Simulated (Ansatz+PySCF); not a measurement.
A calculation with PySCF 2.14.0.

```python
from pyscf import gto, scf, cc

mol = gto.M(atom="""
O 0.000000 0.000000 -0.119660
H 0.000000 0.754170 0.478650
H 0.000000 -0.754170 0.478650
""", basis='6-31g', charge=0, spin=0)
mf = scf.UHF(mol)
mf.kernel()
mycc = cc.CCSD(mf, frozen=1).run()
et = mycc.ccsd_t()
print(mf.e_tot, mycc.e_corr, et, mycc.e_tot + et)
```

The script is written out from the run's settings.

The run gave:

| Item | Value |
| --- | --- |
| Converged | yes |
| Reference energy | -75.98331 hartree |
| CCSD correlation energy | -0.13504 hartree |
| Triples correction | -0.00100 hartree |
| Total energy | -76.11935 hartree |
